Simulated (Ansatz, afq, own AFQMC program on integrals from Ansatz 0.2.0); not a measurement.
AFQMC on a folder of integrals that Ansatz 0.2.0 wrote.

```yaml
crystal:
  periodic: [false, false, false]
  atoms:
    - {symbol: Cl, position_ang: [0.000000, 0.000000, -2.243521]}
    - {symbol: H, position_ang: [0.000000, 0.000000, -0.491521]}
    - {symbol: N, position_ang: [0.000000, 0.000000, 1.947563]}
    - {symbol: C, position_ang: [0.000000, 0.000000, 0.787479]}
basis:
  gaussian: {orbitals: cc-pVTZ}
magnetization: {spin_polarized: true, initial_magnetization: 1}
correlation: {method: ccsd_t, electrons: outside_noble_gas, hamiltonian_folder: ham}
```

```sh
$ ansatz run in.yaml --threads 1 --pin off --events-out ev --progress --plain --max-ram 24576MiB --backend cuda --devices 0, --max-vram 18GiB
```

Options of the walk:

```
--method phaseless --trial hf --walkers 1500 --populations 20 --least-time 40 --time-step 0.005 --steps-per-block 20 --equilibration-blocks 112 --max-blocks 4000 --target-error 0.0012000 --factor-cut 1e-05 --start spin_pure --seed 2424 --taylor-order 6
```

Times are imaginary, in 1/Eh. The walk had a cap of 103 s. With eight or more populations the least sampling time is a fifth of least-time, and the error comes from their spread.

Output of the walk:

```
orbitals 101  electrons 9 8  factors 624 of 633
reference energy -552.34378040 Eh
CCSD correlation -0.54404023 Eh in 14 cycles, weight of the determinant in the CISD state 0.7980
energy of the start -552.348368 Eh
 block  time / (1/Eh)  mean weight  energy / Eh
     1     0.100  1.0026  -552.503066
     2     0.200  1.0034  -552.608383
     3     0.300  1.0041  -552.679344
     4     0.400  1.0022  -552.725773
     5     0.500  1.0029  -552.758103
     7     0.700  1.0015  -552.816592
     9     0.900  1.0020  -552.844613
    18     1.800  0.9997  -552.881980
    52     5.200  1.0014  -552.932787
    86     8.600  0.9999  -552.975772
   120    12.000  0.9994  -552.900169
   154    15.400  1.0004  -552.910704
   188    18.800  0.9991  -552.920804
   222    22.200  0.9996  -552.924221
   256    25.600  0.9995  -552.894965
   290    29.000  0.9996  -552.887902
   324    32.400  1.0003  -552.906421
   358    35.800  0.9994  -552.910350
   392    39.200  0.9998  -552.933155
   426    42.600  0.9999  -552.909497
   460    46.000  1.0000  -552.909041
   494    49.400  0.9989  -552.915995
   528    52.800  0.9999  -552.919779
   562    56.200  1.0000  -552.917507
   596    59.600  0.9997  -552.922119
   630    63.000  0.9997  -552.926511
   664    66.400  1.0000  -552.925390
   698    69.800  1.0012  -552.928651
error from the spread of 20 populations
energy -552.914018 +/- 0.001535 Eh
(rows thinned)
```

The run passed its tests (sampling time, drift between the halves within three errors, error under three times the target), which doesn't prove that it has relaxed, ending at its cap on processor time. The second half of the sampling lies below the first by 2.0 errors of their difference, so the energy may still be moving and its error bar be too small.

Against this walk (error 41.8 meV) on the same determinant: CCSD(T) 3.3 meV lower (within the noise), a separate phaseless walk with a CISD trial and standard settings 19.4 ± 43.9 meV lower (within the noise). The error is statistical and leaves out the bias of the constraint. The determinant has ⟨S²⟩ = 0.86, so the low cluster orders mix in higher spin (the high orders can go on to a lower state of that spin), while the walk starts as a pure doublet. None of these is a sure reference here.

Cautions: constraint bias not in the error; error above the target (41.8 against 32.7 meV); the search met a lower determinant of the same kind, perhaps of another symmetry (69 meV lower); unrestricted determinant spin contaminated (⟨S²⟩ 0.86 against 0.75).

The walk took 100 s on 1 × NVIDIA H100 80GB HBM3 with 2 threads of AMD EPYC 7R13 Processor (Zen 3), with other jobs on the host (the card was shared). The log's last line is the phaseless energy.

A walk keeps the symmetry of its determinant, which the program's search chose and which needn't be the lowest solution, so a lower state of the same spin and another symmetry isn't excluded.
